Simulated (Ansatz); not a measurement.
in.yaml

```yaml
crystal:
  periodic: [false, false, false]
  atoms:
    - {symbol: As, position_ang: [0.003316, -0.027898, -0.000197]}
    - {symbol: H, position_ang: [-0.161558, 1.053080, -1.074498]}
    - {symbol: H, position_ang: [-0.084938, 1.020647, 1.089122]}
basis:
  gaussian: {orbitals: def2-mTZVP, point_charges: [{charge: -1.00, position_ang: [4.827, -0.975, -0.330]}]}
magnetization: {spin_polarized: false, initial_magnetization: 1}
correlation: {active_space: {window: {electrons: 7, orbitals: 5}}}
output: {forces: true}
```

```sh
$ ansatz run in.yaml --threads 1 --pin off --events-out ev --progress --plain --max-ram 2393MiB
```

The program prints:

```
447 factors; integrals over basis functions are off by at most 4.6e-4 eV
mean field evaluation 1: about -60826.1175 eV, gradient 7.0e0 eV
mean field evaluation 2: about -60826.1175 eV, gradient 7.0e0 eV
mean field evaluation 4: about -60826.4207 eV, gradient 1.0e0 eV
mean field evaluation 8: about -60826.4230 eV, gradient 8.5e-7 eV
mean field -60826.42297357 eV, -2235.3298146483 hartree, gradient 9.4e-7 eV, S^2 0.750000; 0 other end points of the search recorded, 0 dependent functions left out
reference -60826.42297357 eV, -2235.3298146483 hartree; 18, 17 occupied and 24, 25 virtual orbitals, 447 factors
state -60826.92515449 eV, -2235.3482694568 hartree
the calculation of the forces begins
Total energy: -60826.92515449 eV, -2235.3482694568 hartree
Atom 0 at     0.003316    -0.027898    -0.000197 Å, force    -0.008799    -0.243405     0.138491 eV/Å
Atom 1 at    -0.161558     1.053080    -1.074498 Å, force    -0.000207     0.183442    -0.276055 eV/Å
Atom 2 at    -0.084938     1.020647     1.089122 Å, force     0.026163     0.043881     0.137360 eV/Å
Dipole moment:     0.092251     0.045831    -0.014719 e Å
```

Forces (eV/Å):
```
As  -0.009 -0.243  0.138
H    0.000  0.183 -0.276
H    0.026  0.044  0.137
```

Ran on 1 thread of Intel Xeon Platinum 8259CL, shared host: 3.9 s wall, 0.11 GiB peak host memory.
